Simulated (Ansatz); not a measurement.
Born–Oppenheimer molecular dynamics of AlH5OS (8 atoms, charge 0, multiplicity 1). It starts at the highest image of a converged band, a first-order saddle point between two minima.

Theory: RKS PBE0-D4/cc-pVDZ in Ansatz.

| Quantity | Value |
| --- | --- |
| ensemble | NVE (velocity Verlet) |
| time step | 0.5 fs |
| steps asked | 200 |
| starting velocities drawn for | 100 K |
| seed | 6391 |

First frame:

```xyz
8
Properties=species:S:1:pos:R:3
Al 0.032 0.242 0.156
O -0.222 -0.152 1.943
H -0.981 -0.671 2.237
H 1.531 0.032 -0.331
H -1.273 0.025 -0.733
S -0.097 2.519 1.171
H 1.233 2.582 1.427
H -0.290 1.294 2.021
```

Q: How far do the bonds stretch over the last three quarters of this one trajectory? (Pairs bonded in most of those frames.)

A: 
```tsv
bond	mean (Å)	spread (Å)	shortest	longest
Al1–O2	2.202	0.113	1.97	2.33
Al1–H4	1.596	0.026	1.56	1.64
Al1–H5	1.603	0.034	1.55	1.66
Al1–S6	2.263	0.054	2.19	2.37
O2–H3	0.971	0.023	0.93	1.01
O2–H8	0.990	0.056	0.90	1.10
S6–H7	1.356	0.008	1.34	1.37
```

Mean temperature of the second half: 461 K. The conserved energy stayed within 0.46 meV per atom of its start (net change -0.031 meV per atom), so the integration is sound. The kinetic energy rose, since the run started high on the potential surface and went downhill. A run of 0.1 ps of so small a system gives no equilibrium averages. The orbitals stay closed-shell, which can raise the energy where a bond breaks towards radicals; this wasn't checked here.

The run took 3.8 min on 1 thread of AMD EPYC 9R45 96-Core Processor (Zen 5), on a shared host, peak memory 0.15 GiB.
